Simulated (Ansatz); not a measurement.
Results of rVV10 in Ansatz (PAW) for bcc Na.

Run with plane-wave cutoff 500 eV, 24×24×24 k mesh, Fermi–Dirac smearing 0.1 eV, scalar-relativistic PAW data made under PBE.

Computed at the level's own relaxed cell.

**Question.** Give the computed volume per atom and equilibrium lattice constant a.

**Answer.** 
* **volume per atom**: 35.27 Å³/atom
* **equilibrium lattice constant a**: 4.132 Å

Measured, for comparison: equilibrium volume per atom 37.42 Å³/atom (static lattice: zero-point anharmonic expansion removed; as tabulated in Mejia-Rodriguez and Trickey (2018), arXiv:1807.09216); lattice constant a 4.214 Å (static lattice: zero-point anharmonic expansion removed, our sources range from 4.207 to 4.214; as tabulated in Mejia-Rodriguez and Trickey (2018), arXiv:1807.09216). Computed (rounded) less measured: equilibrium volume per atom -5.7 %, lattice constant a -1.9 % (-1.8 % to -1.9 % over the range).

Ansatz is a program for electronic structure.
